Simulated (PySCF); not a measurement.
C₄H₁₂NP.
InChI=1S/C4H12NP/c1-5-6(2,3)4/h1-4H3

Linear response at wB97X-D/def2-SVPD (PySCF, frozen core in the response, non-relativistic). Geometry: PBE0-D3(BJ)/def2-SVP; no solvent, vibrations or thermal averaging.

Static isotropic polarisability: 83.79 au (12.42 Å³), principal values 79.2, 79.7, 92.5 au.

Question: What is the polarisability at 1064 nm and at the sodium D line?

Answer: 84.46 au at 1064 nm (+0.8 %), 86.03 au at 589.3 nm (+2.7 %). The rise at 589.3 nm is 3.35 times that at 1064 nm; a pure ω² law gives 3.26. The lowest singlet lies at 223 nm, shorter than both wavelengths.

Question: What is the isotropic C6 coefficient between two such molecules, C6 = (3/π)∫α(iω)² dω?

Answer: 2893 au (Eh·bohr⁶) by a ten-point quadrature over imaginary frequencies, which is 1730 eV·Å⁶ or 167 J·nm⁶/mol.

Question: Which effective excitation energy ω̄ makes London's formula C6 = (3/4)α²ω̄ exact here?

Answer: ω̄ = 4·C6/(3α²) = 0.549 Eh = 15.0 eV. A one-pole form α(ω) = α/(1 − ω²/ω̄²) fitted to the 1064 nm value gives 13.1 eV. London's choice of the ionisation energy (7.45 eV, ΔSCF at the same level) gives C6 = 1440 au, 50 % too low.

Question: How anisotropic is the static polarisability, by Δα² = ½[(α1 − α2)² + (α2 − α3)² + (α3 − α1)²]?

Answer: Δα = 13.1 au, or 0.16 of the isotropic value.

Question: What molar refraction at the D line follows from R = (4π/3)·N_A·α′, with α′ the polarisability volume?

Answer: α′ = 12.75 Å³ gives R = 32.16 cm³/mol, for isolated, non-vibrating species.

Question: How many electrons N does the Slater–Kirkwood formula C6 = (3/4)·√N·α^(3/2) need to give this C6?

Answer: N = (4·C6/3)²/α³ = 25.3; the species has 58 electrons in all.

Question: What does −C6/R⁶ come to at R = 12 Å between centres?

Answer: -56 J/mol. This is the leading, orientation-averaged term; C8 and higher terms are left out.

Question: What n − 1 at the D line would an ideal gas of it have at 273.15 K and 1 atm (2.6868 × 10¹⁹ cm⁻³), by n − 1 = 2π·N·α′?

Answer: 21.52 × 10⁻⁴, a formal value whether or not that pressure can be reached.

The pairwise dispersion term of wB97X-D wasn't added to the energies; at a given geometry it leaves orbitals and properties as they are.
